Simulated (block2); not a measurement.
# [HF2]− (SMILES F[H-]F) at DMRG/ANO-RCC-MB

What is the vertical ionisation energy of [HF2]− at DMRG/ANO-RCC-MB? 

Program for the calculation: block2 0.5.4.

3 further runs of the same task are left out: 1 that didn't finish, 2 set aside as unsound or not needed.

## 1. The system as given

[HF2]−: 3 atoms, total charge -1, spin state singlet. As SMILES, `F[H-]F`. Geometry: relaxed at PBE0-D4/def2-TZVPD.

A long bond or contact: F1–H2 1.143 Å.

## 2. The energy at DMRG/ANO-RCC-MB

Contents of prepare.py:

```python
from pyscf import ao2mo, cc, dft, gto, mcscf, mp, scf
from pyscf.tools import fcidump

mol = gto.M(atom="""
F     -0.973200     0.344400    -0.491000
H      0.000000     0.000000     0.000000
F      0.973200    -0.344400     0.491000
""", basis="ano-rcc-mb", charge=-1, spin=0, verbose=4)
print("basis functions          = %d" % (mol.nao))
mf = scf.RHF(mol)
mf.conv_tol = 1e-10
mf.max_cycle = 200
mf.kernel()
if not mf.converged:
    mf = mf.newton().run(mf.mo_coeff, mf.mo_occ)
print("SCF energy               = %.10f" % (mf.e_tot))
ref = mf
pt = mp.MP2(ref, frozen=2).run()
mycc = cc.CCSD(ref, frozen=2)
mycc.max_cycle = 150
mycc.kernel()
print("MP2 total energy         = %.10f" % (pt.e_tot))
if mycc.converged:
    print(f"E(CCSD)                  = {mycc.e_tot:.10f}")
    print("E(CCSD(T))               = %.10f" % (mycc.e_tot + mycc.ccsd_t()))
    print(f"T1                       = {mycc.get_t1_diagnostic():.4f}")
ks = dft.RKS(mol, xc="wb97x").set(conv_tol=1e-9, verbose=3).run()
if ks.converged:
    print(f"E(wB97X)                 = {ks.e_tot:.8f}")
ks = dft.RKS(mol, xc="blyp").set(conv_tol=1e-9, verbose=3).run()
if ks.converged:
    print("E(BLYP)                  = %.8f" % (ks.e_tot))
ks = dft.RKS(mol, xc="lda,vwn5").set(conv_tol=1e-9, verbose=3).run()
if ks.converged:
    print(f"E(SVWN5)                 = {ks.e_tot:.8f}")
ks = dft.RKS(mol, xc="bhandhlyp").set(conv_tol=1e-9, verbose=3).run()
if ks.converged:
    print(f"E(BHLYP)                 = {ks.e_tot:.8f}")
occ_no, mo = mcscf.addons.make_natural_orbitals(mp.MP2(mf, frozen=2).run())
mf.mo_coeff = mo
cas = mcscf.CASCI(mf, 9, 16)
h1, ecore = cas.get_h1eff()
fcidump.from_integrals("FCIDUMP", h1, cas.get_h2eff(), 9, 16, nuc=ecore, ms=0)
ci = mcscf.CASCI(mf, 9, (8, 8))
ci.fix_spin_(ss=0)
ci.fcisolver.conv_tol = 1e-10
ci.fcisolver.max_cycle = 200
ci.kernel()
print(f"E(FCI)                   = {ci.e_tot:.10f}")
```

Contents of dmrg.conf:

```
sym c1
orbitals FCIDUMP
nelec 16
spin 0
irrep 1
occ 2 2 2 2 2 2 2 2 0
cbias 0.2
schedule
0 50 1E-08 1E-04
3 75 1E-08 1E-04
7 100 1E-08 1E-05
10 100 1E-09 0.0
end
maxiter 16
sweep_tol 1E-06
gaopt default
mem 2g
num_thrds 1
prefix ./tmp
outputlevel 1
```

Command:

```sh
$ python prepare.py && block2main dmrg.conf
```

Standard output:

```text
$ python prepare.py

[INPUT] verbose = 4
[INPUT] num. atoms = 3
[INPUT] num. electrons = 20
[INPUT] charge = -1
[INPUT] spin (= nelec alpha-beta = 2S) = 0
[INPUT] symmetry False subgroup None
[INPUT] Mole.unit = angstrom
[INPUT] Symbol           X                Y                Z      unit          X                Y                Z       unit  Magmom
[INPUT]  1 F     -0.973200000000   0.344400000000  -0.491000000000 AA   -1.839081464427   0.650821677300  -0.927855527161 Bohr   0.0
[INPUT]  2 H      0.000000000000   0.000000000000   0.000000000000 AA    0.000000000000   0.000000000000   0.000000000000 Bohr   0.0
[INPUT]  3 F      0.973200000000  -0.344400000000   0.491000000000 AA    1.839081464427  -0.650821677300   0.927855527161 Bohr   0.0

[... 43 lines left out ...]
SCF energy               = -199.4157768722
[... 31 lines left out ...]
CCSD converged
[... 15 lines left out ...]
converged SCF energy = -200.252527187754
[... 21 lines left out ...]
converged SCF energy = -199.007654039212
[... 26 lines left out ...]
sorting_mo_energy = False
[... 52 lines left out ...]
integral sym error =            0
[... 30 lines left out ...]
Sweep =    5 | Direction = backward | Bond dimension =   75 | Noise =  1.00e-04 | Dav threshold =  1.00e-08
Time elapsed =      0.389 | E =    -199.4382282323 | DE = 0.00e+00 | DW = 1.05417e-15

Sweep =    6 | Direction =  forward | Bond dimension =   75 | Noise =  1.00e-04 | Dav threshold =  1.00e-08
Time elapsed =      0.500 | E =    -199.4382282323 | DE = -4.26e-14 | DW = 2.77238e-16

Sweep =    7 | Direction = backward | Bond dimension =  100 | Noise =  1.00e-05 | Dav threshold =  1.00e-08
Time elapsed =      0.602 | E =    -199.4382282323 | DE = 1.42e-14 | DW = 7.65630e-15

Sweep =    8 | Direction =  forward | Bond dimension =  100 | Noise =  1.00e-05 | Dav threshold =  1.00e-08
Time elapsed =      0.687 | E =    -199.4382282323 | DE = -1.42e-14 | DW = 4.68647e-15

Sweep =    9 | Direction = backward | Bond dimension =  100 | Noise =  1.00e-05 | Dav threshold =  1.00e-08
Time elapsed =      0.763 | E =    -199.4382282323 | DE = 1.42e-14 | DW = 6.71836e-15

Sweep =   10 | Direction =  forward | Bond dimension =  100 | Noise =  0.00e+00 | Dav threshold =  1.00e-09
Time elapsed =      0.828 | E =    -199.4382282333 | DE = -9.83e-10 | DW = 1.91085e-15

Final canonical form =  LLLLLLLLC 7
DMRG Energy = -199.438228233301032
```

Wall time 14 s (1 thread of Intel Xeon at 2.50GHz (Skylake/Cascade Lake), shared host); peak memory 0.18 GiB.

## 3. Doublet neutral HF2: a single-point energy at DMRG/ANO-RCC-MB

Contents of prepare.py:

```python
import numpy as np
from pyscf import ao2mo, cc, dft, gto, lo, mcscf, mp, scf
from pyscf.tools import fcidump

mol = gto.M(atom="""
F     -0.973200     0.344400    -0.491000
H      0.000000     0.000000     0.000000
F      0.973200    -0.344400     0.491000
""", basis="ano-rcc-mb", spin=1, verbose=4, max_memory=2000)
print("basis functions                = %d" % (mol.nao))
mf = scf.ROHF(mol)
mf.conv_tol = 1e-10
mf.max_cycle = 200
mf.kernel()
if not mf.converged:
    mf = mf.newton().run(mf.mo_coeff, mf.mo_occ)
print(f"reference energy               = {mf.e_tot:.10f}")
ref = scf.UHF(mol).run(mf.make_rdm1(), conv_tol=1e-10)
pt = mp.MP2(ref, frozen=2).run()
mycc = cc.CCSD(ref, frozen=2)
mycc.max_cycle = 150
mycc.kernel()
print(f"E(MP2)                         = {pt.e_tot:.10f}")
if mycc.converged:
    print("CCSD total energy              = %.10f" % (mycc.e_tot))
    print(f"E(CCSD(T))                     = {mycc.e_tot + mycc.ccsd_t():.10f}")
ks = dft.UKS(mol, xc="wb97x").set(conv_tol=1e-9, verbose=3).run(mf.make_rdm1())
if ks.converged:
    print("E(wB97X)                       = %.8f" % (ks.e_tot))
ks = dft.UKS(mol, xc="blyp").set(conv_tol=1e-9, verbose=3).run(mf.make_rdm1())
if ks.converged:
    print(f"E(BLYP)                        = {ks.e_tot:.8f}")
ks = dft.UKS(mol, xc="lda,vwn5").set(conv_tol=1e-9, verbose=3).run(mf.make_rdm1())
if ks.converged:
    print("E(SVWN5)                       = %.8f" % (ks.e_tot))
ks = dft.UKS(mol, xc="bhandhlyp").set(conv_tol=1e-9, verbose=3).run(mf.make_rdm1())
if ks.converged:
    print(f"E(BHLYP)                       = {ks.e_tot:.8f}")
mo = mf.mo_coeff.copy()
for a, b in ((2, 9), (10, 11)):
    if b - a > 1:
        mo[:, a:b] = lo.PM(mol, mo[:, a:b]).kernel()
mf.mo_coeff = mo
cas = mcscf.CASCI(mf, 9, 15)
h1, ecore = cas.get_h1eff()
fcidump.from_integrals("FCIDUMP", h1, cas.get_h2eff(), 9, 15, nuc=ecore, ms=1)
ci = mcscf.CASCI(mf, 9, (8, 7))
ci.fix_spin_(ss=0.75)
ci.fcisolver.conv_tol = 1e-10
ci.fcisolver.max_cycle = 200
ci.kernel()
print("exact diagonalisation          = %.10f" % (ci.e_tot))
```

Contents of dmrg.conf:

```
sym c1
orbitals FCIDUMP
nelec 15
spin 1
irrep 1
occ 2 2 2 2 2 2 2 1 0
cbias 0.2
schedule
0 75 1E-08 1E-04
2 100 1E-08 1E-05
5 100 1E-09 0.0
end
maxiter 11
sweep_tol 1E-06
fiedler
mem 2g
num_thrds 1
prefix ./tmp
outputlevel 2
onepdm
```

Command:

```sh
$ python prepare.py && block2main dmrg.conf
```

Standard output:

```text
$ python prepare.py

[INPUT] verbose = 4
[INPUT] num. atoms = 3
[INPUT] num. electrons = 19
[INPUT] charge = 0
[INPUT] spin (= nelec alpha-beta = 2S) = 1
[INPUT] symmetry False subgroup None
[INPUT] Mole.unit = angstrom
[INPUT] Symbol           X                Y                Z      unit          X                Y                Z       unit  Magmom
[INPUT]  1 F     -0.973200000000   0.344400000000  -0.491000000000 AA   -1.839081464427   0.650821677300  -0.927855527161 Bohr   0.0
[INPUT]  2 H      0.000000000000   0.000000000000   0.000000000000 AA    0.000000000000   0.000000000000   0.000000000000 Bohr   0.0
[INPUT]  3 F      0.973200000000  -0.344400000000   0.491000000000 AA    1.839081464427  -0.650821677300   0.927855527161 Bohr   0.0

[... 134 lines left out ...]
UCCSD converged
[... 170 lines left out ...]
 --> Site =    1-   2 .. Mmps =    9 Ndav =   8 E =   -198.4064569833 Error = 0.00e+00 FLOPS = 1.08e+08 Tdav = 0.00 T = 0.01
[... 22 lines left out ...]
 <-- Site =    0-   1 .. Mmps =   15 Ndav =   1 E =   -199.3474762916 Error = 1.68e-15 FLOPS = 1.50e+08 Tdav = 0.00 T = 0.01
[... 31 lines left out ...]
 <-- Site =    2-   3 .. Mmps =   41 Ndav =   1 E =   -199.3474762916 Error = 9.81e-15 FLOPS = 1.69e+08 Tdav = 0.00 T = 0.01
[... 31 lines left out ...]
 <-- Site =    4-   5 .. Mmps =   15 Ndav =   2 E =   -199.3474763014 Error = 2.44e-15 FLOPS = 1.65e+08 Tdav = 0.00 T = 0.01
[... 42 lines left out ...]
 --> Site =    2-   3 .. Nterms =           13 Error =  0.000000000000/ 0.000000000000 FLOPS = 2.12e+07 Tmult = 0.00 T = 0.01
 --> Site =    3-   4 .. Nterms =           11 Error =  0.000000000000/ 0.000000000000 FLOPS = 2.05e+07 Tmult = 0.00 T = 0.00
 --> Site =    4-   5 .. Nterms =            9 Error =  0.000000000000/ 0.000000000000 FLOPS = 2.01e+07 Tmult = 0.00 T = 0.00
 --> Site =    5-   6 .. Nterms =            7 Error =  0.000000000000/ 0.000000000000 FLOPS = 1.94e+07 Tmult = 0.00 T = 0.01
 --> Site =    6-   7 .. Nterms =            5 Error =  0.000000000000/ 0.000000000000 FLOPS = 9.93e+06 Tmult = 0.00 T = 0.01
 --> Site =    7-   8 .. Nterms =            4 Error =  0.000000000000/ 0.000000000000 FLOPS = 1.07e+07 Tmult = 0.00 T = 0.01
[... 7 lines left out ...]
NPDM Sorting | Nsites =     9 | Nmaxops =  2 | DotSite = 2 | SymbolFree = T | Compressed = T | LowMem = F | Mem = 648 B
 Site =     0 ..  T = 0.000
 Site =     1 ..  T = 0.000
 Site =     2 ..  T = 0.000
 Site =     3 ..  T = 0.000
 Site =     4 ..  T = 0.000
 Site =     5 ..  T = 0.000
 Site =     6 ..  T = 0.000
 Site =     7 ..  T = 0.000
Ttotal =      0.000

DMRG OCC =   1.997 1.997 1.946 2.000 2.000 2.000 2.000 1.002 0.058
```

It took 14 s on 1 thread of Intel Xeon at 2.50GHz (Skylake/Cascade Lake), shared host; peak memory 0.18 GiB.

## 4. Results

At DMRG/ANO-RCC-MB, 2 core orbitals frozen:

| quantity | value |
| --- | --- |
| run 1, DMRG/ANO-RCC-MB: total energy | -199.43823 Eh |
| run 1, DMRG/ANO-RCC-MB: T1 diagnostic of the CCSD step | 0.005 |
| doublet neutral HF2: total energy | -199.34748 Eh |
| vertical detachment energy (to the doublet neutral) | 2.469 eV |

What this shows: Removing an electron at fixed nuclei costs 2.47 eV (57 kcal/mol). In a minimal basis such a difference can be off by several eV, whatever the method. The basis (run 1, DMRG/ANO-RCC-MB) was made for a relativistic Hamiltonian, but the run is non-relativistic. The basis (doublet neutral HF2) was made for a relativistic Hamiltonian, but the run is non-relativistic.
